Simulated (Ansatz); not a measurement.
How the smallest direct gap on the k points sampled of corundum (α-Al2O3) moves with the method

No measured value is used here.

```csv
level (code),value (eV)
LDA (Ansatz),6.19
PBE (Ansatz),6.25
r²SCAN (Ansatz),…
PBE0 (Ansatz),8.87
G0W0@PBE (Ansatz),9.18
```

**Question.** Some entries are withheld; supply them.

**Answer.** 
- r²SCAN (Ansatz, a first-principles code), value (eV): 7.15

Computed values are for a static lattice.  Values are at the measured cell. Cutoffs and k meshes differ between the levels. Ansatz's density-functional and Hartree–Fock values are scalar-relativistic unless marked +SOC, with PAW data made under PBE.
